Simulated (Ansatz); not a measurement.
Process, species as SMILES: [OH] (OH) → H atom + O atom
B3LYP-D3(BJ)/def2-TZVP geometries, fixed; electronic energies without zero-point terms.

Basis-set convergence of the atomisation energy at PBE0 with Ansatz (a quantum-chemistry and plane-wave program). Cartesian d functions, on some or all atoms, in 6-31G*; all else is spherical. The program fits the integrals of some runs and decomposes those of others, by size. Open shells are unrestricted. No added dispersion term, no relativity. Functions are those of the species that has most. Reference: the value in aug-cc-pV5Z, 105.77 kcal/mol, itself unsure by roughly 0.02 kcal/mol (its mean distance from pcseg-4, aug-pcseg-3, aug-cc-pVQZ). Deviations are taken from unrounded values.

```csv
basis,functions,atomisation energy (kcal/mol),minus reference (kcal/mol)
3-21G,11,88.48,-17.29
6-31G,11,91.35,-14.42
pcseg-0,11,87.64,-18.13
def2-SV(P),16,95.96,-9.80
6-31G*,17,99.70,-6.06
cc-pVDZ,19,100.04,-5.73
def2-SVP,19,101.97,-3.79
6-311G**,24,102.59,-3.18
"6-311++G(2d,2p)",37,105.43,-0.34
pcseg-2,44,105.43,-0.34
def2-TZVPD,49,104.98,-0.78
jun-cc-pV(T+d)Z,53,105.57,-0.20
aug-pcseg-2,69,105.82,0.06
cc-pVQZ,85,105.28,-0.48
def2-QZVPPD,99,105.70,-0.07
aug-cc-pVQZ,126,105.76,0.00
cc-pV5Z,146,105.63,-0.14
aug-cc-pV5Z,207,105.77,0.00
```
